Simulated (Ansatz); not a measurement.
A made-up structure of CH₂NSi, doublet:

```
5
angstrom
C -0.4723 0.4358 -0.4545
Si 0.5633 -0.5198 0.5421
N 1.5237 -1.4060 1.4664
H -0.7390 0.1135 -1.4536
H 2.1669 -2.1418 1.7584
```

It is relaxed with PBE-D4/def2-SVP and then PBE0-D4/def2-TZVP (Ansatz 0.2.0). Atoms count as bonded within 1.22 times the sum of their covalent radii (H–H: 0.88 Å). The end point is not checked to be a true minimum.

(1) Does its bonding change? (Judge from chemistry; the calculation decides.)

Results:

(1) By the calculation: No: no bond forms or breaks.

Where it ends: The first stage lowers the energy by 0.38 eV in 15 steps. It ends as CH₂NSi ([CH][Si][NH]):
```json
{"atom": "C1", "x (Å)": "-0.2541", "y (Å)": "0.3784", "z (Å)": "-0.4691"}
{"atom": "Si2", "x (Å)": "0.6093", "y (Å)": "-0.8707", "z (Å)": "0.3425"}
{"atom": "N3", "x (Å)": "1.6263", "y (Å)": "-1.2028", "z (Å)": "1.5043"}
{"atom": "H4", "x (Å)": "-0.9363", "y (Å)": "0.2712", "z (Å)": "-1.3082"}
{"atom": "H5", "x (Å)": "1.9975", "y (Å)": "-2.0943", "z (Å)": "1.7893"}
```

Labels in which every atom is bracketed show which atoms are joined, not bond orders.

For scale, one of the runs: PBE0-D4/def2-TZVP relaxation, 111 basis functions, launched by `ansatz run in.yaml --threads 2 --pin off --events-out ev --progress --plain --max-ram 4352MiB`. Hardware: 2 CPU threads of an Arm Neoverse V1, shared host. Wall time about 69 s.
